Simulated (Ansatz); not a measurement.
Equilibrium lattice constant a of some cubic elemental metals

Method: r²SCAN0 (PAW; Ansatz, a program for electronic structure). References are measured values corrected to a static lattice. The table is a random draw of 14 from 23 solids with such references.

Values in Å.

```
solid                     reference  r²SCAN0  error (%)
------------------------  ---------  -------  ---------
fcc Sr                       6.045¶    6.158      +1.87
bcc Ta                        3.299    3.306      +0.21
bcc V                         3.021    2.957      -2.12
bcc Cs                       6.039¶    6.318      +4.62
fcc Ir                        3.831    3.811      -0.52
fcc Rh                        3.794    3.765      -0.76
fcc Ni                        3.508    3.496      -0.34
antiferromagnetic bcc Cr      2.877    3.074      +6.85
fcc Au                        4.062    4.114      +1.28
fcc Cu                       3.595¶    3.597      +0.06
bcc W                          3.16    3.157      -0.09
bcc Rb                       5.576¶    5.770      +3.48
fcc Al                        4.018    3.984      -0.85
fcc Pt                        3.913    3.912      -0.03
```

Over these 14 solids the mean error is +0.98 %, the mean absolute error 1.65 % (median 0.81 %), and the worst case antiferromagnetic bcc Cr at +6.85 %; the value is above the reference in 7 of 14 cases. Over all 23, from unrounded values, the mean error is +0.99 % and the mean absolute error 1.42 % (median 0.84 %).

All these references are brought to a static lattice.

Spin–orbit coupling is left out, also for the solids with elements from indium on (bcc Ta, bcc Cs, fcc Ir, fcc Au, bcc W, fcc Pt); its size isn't shown.

¶ marks references of a special kind: fcc Sr, 6.045 Å (measured, low-temperature or extrapolated to 0 K; zero-point anharmonic expansion removed; as tabulated in Csonka et al. (2009), arXiv:0903.4037); bcc Cs, 6.039 Å (measured, low-temperature or extrapolated to 0 K; zero-point anharmonic expansion removed; as tabulated in Csonka et al. (2009), arXiv:0903.4037); fcc Cu, 3.595 Å (measured, low-temperature or extrapolated to 0 K; zero-point anharmonic expansion removed; as tabulated in Csonka et al. (2009), arXiv:0903.4037); bcc Rb, 5.576 Å (measured, low-temperature or extrapolated to 0 K; zero-point anharmonic expansion removed; as tabulated in Csonka et al. (2009), arXiv:0903.4037).

Exact exchange on metals is sensitive to the k mesh.

Differences are worked out from the printed values.

Caveats: the cell is over a tenth larger than the published one: the level's own overestimate first of all, though another phase or state, or a fault of the published cell, is possible (antiferromagnetic bcc Cr); the commensurate order stands in for chromium's spin-density wave, and the size of the moments varies much between levels (antiferromagnetic bcc Cr). Ansatz's density-functional and Hartree–Fock values are scalar-relativistic unless marked +SOC, with PAW data made under PBE.

Ansatz's runs of these crystals have no spin polarisation, but for fcc Ni, antiferromagnetic bcc Cr. Meta-GGAs and exact exchange favour moments, which can bear on bcc V, fcc Rh, fcc Ni, antiferromagnetic bcc Cr, fcc Pt.

Density-functional runs with spin start from parallel moments for fcc Ni, opposed moments for antiferromagnetic bcc Cr.

Not in this set, of the elemental metals with a reference value in our tables and a result at some level: 19 for a reference at room or unstated temperature; 1 for a run that failed a test (r²SCAN0); 1 for no value at r²SCAN0 (not run, a failed fit, an unstable or unbound cell, or a value held back for tests). These can be a level's best or worst cases. Solids without a released value at any level aren't counted. Layered and molecular crystals are counted apart. The metals Ce to Yb are counted apart.

References as tabulated in Mejia-Rodriguez and Trickey (2018), arXiv:1807.09216; Csonka et al. (2009), arXiv:0903.4037; Levämäki et al. (2014), arXiv:1402.3671.
